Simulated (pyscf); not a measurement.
# Routes from HO–B(Cl)–Cl (SMILES OB(Cl)Cl) + H₂ (SMILES [H][H])

Candidate steps break at most two bonds and form at most two. Each was searched with GFN2-xTB (tblite) first. Optimised with ωB97X-D3(BJ)/def2-SVP in PySCF. Energies: ωB97M-D3(BJ)/def2-TZVP, kcal/mol, from the separated reactants, singlet surface; ΔG‡ with ideal gas, 1 atm, RRHO with modes under 100 cm⁻¹ raised to 100, one conformer, R ln 2 for chiral ones without a mode under 150 cm⁻¹.

| products | type | ΔE‡ | ΔE | ΔG‡ 298 K | ΔG‡ 900 K | ν‡ (cm⁻¹) |
|---|---|---|---|---|---|---|
| HO–BH–Cl + HCl | four-centre exchange | 42.8 | +12.9 | 52.3 | 69.9 | 993i |
| Cl–BH–Cl + H₂O | four-centre exchange | 45.7 | +27.5 | 55.7 | 74.0 | 1458i |
| HO–B(Cl)–Cl + H₂ | four-centre exchange | 70.5 | 0.0 | 77.2 | 93.9 | 2466i |

Row 2: On the product side the descent ends in an adduct with a B–O contact, 12.1 kcal/mol under the separated species and 30.5 kcal/mol under the saddle at ωB97X-D3(BJ)/def2-TZVP. 

Plain bond fissions and candidates not yet searched are not listed, and one of them may be faster. Each barrier is that of the saddle found; lower ones may exist.
